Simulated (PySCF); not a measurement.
C3H5O2 (doublet state).
Z-matrix (Å and degrees, GFN2-xTB geometry), rows numbered from 1:
```
C 
O   1  1.3369
C   2  1.3600  1  120.13
C   3  1.5018  2  110.50  1  -179.97
O   3  1.2064  2  122.84  1     0.03
H   1  1.0740  2  119.90  3     0.03
H   1  1.0698  2  115.44  3  -179.93
H   4  1.0878  3  109.73  2    58.92
H   4  1.0854  3  109.40  2   179.60
H   4  1.0879  3  109.75  2   -59.74
```

The hyperfine couplings belong to this conformer and change with its torsions.

As a line formula: `[CH2]OC(C)=O` [radical].

Method used: PySCF, UKS B3LYP, pcH-1 on C H O, non-relativistic, mean-field spin-orbit, GIAO. Isolated species at its GFN2-xTB geometry (one conformer only). The geometry wasn't refined by DFT: couplings that depend on bond lengths, twists or pyramidal angles can differ widely from those at the functional's own minimum.

Q: Count the α and β electrons and give S(S+1).

A: Nα = 20, Nβ = 19 (39 in all), and S(S+1) = 0.75 for S = 1/2.

Mulliken spin populations, one withheld:

| atom | bound to | population |
| --- | --- | --- |
| C1 | O2, H6, H7 | ? |
| O2 | C1, C3 | +0.0351 |
| C3 | O2, C4, O5 | +0.0347 |
| C4 | C3, H8, H9, H10 | -0.0060 |
| O5 | C3 | +0.0496 |
| H6 | C1 | -0.0442 |
| H7 | C1 | -0.0451 |
| H8 | C4 | +0.0024 |
| H9 | C4 | -0.0005 |
| H10 | C4 | +0.0024 |

Q: What does C1 hold?

A: 1 − (0.0284) gives +0.972, since all populations sum to 2S.

Q: How is the spin shared among the elements?

A: Carbon +1.00, oxygen +0.08, hydrogen -0.09. The positive populations sum to 1.10, the negative ones to -0.10.

Q: The run gives ⟨S²⟩ = 0.7536. What does that say of the overlap of α and β orbitals, and of the weight of higher spin?

A: For a single determinant ⟨S²⟩ = S(S+1) + Nβ − Σ|⟨iα|jβ⟩|², so the squared overlaps of occupied orbitals sum to 19 − 0.0036 = 18.9964. If the quartet state (S + 1) were the only admixture, its weight would be 0.0036/(2S + 2) = 0.12 %.

Q: What Fermi-contact NMR shifts do the couplings of C3, C4, H8/H9/H10 imply at 298 K (Curie law, g = gₑ)?

A: δ = a_FC·h·gₑ μB S(S+1)/(3 g_N μN kT), with k/h = 20836.6 MHz/K:

```json
{"nuclei": "C3", "isotope": "13C", "a_FC (MHz)": "4.21", "g_N": "1.4048", "contact shift (ppm)": "+443"}
{"nuclei": "C4", "isotope": "13C", "a_FC (MHz)": "-3.59", "g_N": "1.4048", "contact shift (ppm)": "-378"}
{"nuclei": "H8/H9/H10", "isotope": "1H", "a_FC (MHz)": "5.14", "g_N": "5.5857", "contact shift (ppm)": "+136"}
```

All at the stated temperature. Entries for several nuclei are means.

Class means assume fast exchange of nuclei equivalent by connectivity; if that motion is slow, each nucleus keeps its own coupling. H6 and H7 aren't averaged: C1 is flat or nearly so (angle sum 360°), and its turn about the short C1–O2 bond (1.34 Å) is taken as slow. The three 1H nuclei of mean +5.1 MHz run from -0.7 to 8.2 MHz in the frozen geometry.
